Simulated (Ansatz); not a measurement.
A run of Ansatz (development build ahead of 0.2.0) on triplet S2 at this shape:

```json
{"atom": "S", "x (Å)": "0.0000", "y (Å)": "0.0000", "z (Å)": "-0.9256"}
{"atom": "S", "x (Å)": "0.0000", "y (Å)": "0.0000", "z (Å)": "0.9256"}
```

Its results:

* Converged: yes
* Reference energy: -794.93096 hartree
* Correlation energy: -0.10741 hartree
* Total energy: -795.03837 hartree

Question: Which input gives this output? Name the method, the orbitals and the basis set, and write the input.

Answer: UHF-CCSD(T) in 6-31G.

```yaml
crystal:
  periodic: [false, false, false]
  atoms:
    - { symbol: S, position_ang: [0.0, 0.0, -0.92561] }
    - { symbol: S, position_ang: [0.0, 0.0, 0.92561] }
basis:
  gaussian: { orbitals: "6-31G" }
magnetization:
  spin_polarized: true
  initial_magnetization: 2
hamiltonian:
  xc: hf
correlation:
  method: ccsd_t
  frozen_orbitals: { S: 5 }
```
